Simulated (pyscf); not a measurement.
Thermochemistry of product channels of H₃C–InH₂ + HCl on the singlet surface, in kcal/mol, from ωB97M-D3(BJ)/def2-TZVP energies (ideal gas, 1 atm, RRHO with modes under 100 cm⁻¹ raised to 100, one conformer, R ln 2 for chiral ones without a mode under 150 cm⁻¹). PySCF, gas phase, ωB97X-D3(BJ)/def2-SVP geometries.

| products | ΔE | ΔH(298 K) | ΔG(900 K) | ΔG(1200 K) |
|---|---|---|---|---|
| H₃C–InH–Cl + H₂ | -27.9 | -27.9 | -22.8 | -21.4 |
| CH₄ + Cl–InH₂ | -38.5 | -36.3 | -30.4 | -27.8 |

These are energies of the channels, which say nothing of barriers. Elements past Kr carry the def2 core potentials, without spin-orbit coupling.
